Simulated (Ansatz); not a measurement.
Input file:

```yaml
crystal:
  periodic: [false, false, false]
  atoms:
    - {symbol: Si, position_ang: [-0.085001, 0.000000, 0.494288]}
    - {symbol: B, position_ang: [0.088473, -0.000001, -1.451856]}
    - {symbol: H, position_ang: [0.709774, -1.206838, 0.899706]}
    - {symbol: H, position_ang: [0.709775, 1.206839, 0.899704]}
basis:
  gaussian: {orbitals: cc-pVTZ}
magnetization: {spin_polarized: true, initial_magnetization: 3}
correlation: {method: ccsd_t, electrons: outside_noble_gas}
```

```sh
$ ansatz run in.yaml --threads 2 --pin off --events-out ev --progress --plain --max-ram 24576MiB --backend cuda --devices 0, --max-vram 18GiB
```

The program prints:

```
535 factors; integrals over basis functions are off by at most 7.4e-4 eV
mean field evaluation 1: about -8559.1903 eV, gradient 9.2e0 eV
mean field evaluation 2: about -8559.1977 eV, gradient 9.2e0 eV
mean field evaluation 4: about -8560.9123 eV, gradient 2.1e0 eV
mean field evaluation 8: about -8561.1032 eV, gradient 2.0e-1 eV
mean field evaluation 16: about -8560.4583 eV, gradient 4.3e0 eV
mean field evaluation 32: about -8561.1057 eV, gradient 2.5e-4 eV
mean field evaluation 64: about -8560.8239 eV, gradient 1.1e0 eV
mean field evaluation 96: about -8558.9169 eV, gradient 9.5e-1 eV
mean field evaluation 128: about -8559.6209 eV, gradient 2.5e0 eV
mean field evaluation 160: about -8561.1057 eV, gradient 8.2e-4 eV
mean field -8561.10571127 eV, -314.6148319635 hartree, gradient 1.3e-6 eV, S^2 3.763933; 8 other end points of the search recorded, 0 dependent functions left out
determinant -8561.10571127 eV, -314.6148319635 hartree, with singles and doubles -8566.13069772 eV, -314.7994968094 hartree
determinant -8560.83292049 eV, -314.6048070871 hartree, with singles and doubles -8565.72374241 eV, -314.7845414775 hartree
determinant -8558.87273715 eV, -314.5327716781 hartree, with singles and doubles -8563.70969011 eV, -314.7105264207 hartree
determinant -8561.10571127 eV, -314.6148319635 hartree, with singles and doubles -8566.05323912 eV, -314.7966502584 hartree
determinant -8560.83292049 eV, -314.6048070871 hartree, with singles and doubles -8565.64404144 eV, -314.7816125210 hartree
6 core orbitals not correlated: weight in the atoms' cores, before any rotation towards them, 1.000 or more for the frozen orbitals, at most 0.000 for the correlated occupied ones
reference -8561.10571127 eV, -314.6148319635 hartree; 6, 3 occupied and 80, 83 virtual orbitals, 535 factors
second order -4.00437222 eV of doubles, -0.00000000 eV of singles
cycle   1  -4.94752753 eV  change    3.2e-7 eV  update   3.8e-6
perturbative correction -0.18968429 eV, -0.0069707691 hartree
Total energy: -8566.24292310 eV, -314.8036210158 hartree
```

For the same geometry and basis UCCSDT(Q) lies 52.2 meV lower.

Ran on 2 threads of AMD EPYC 7R13 with a shared H100 80 GB, shared host: 9.5 s wall, 0.8 GiB peak host memory.
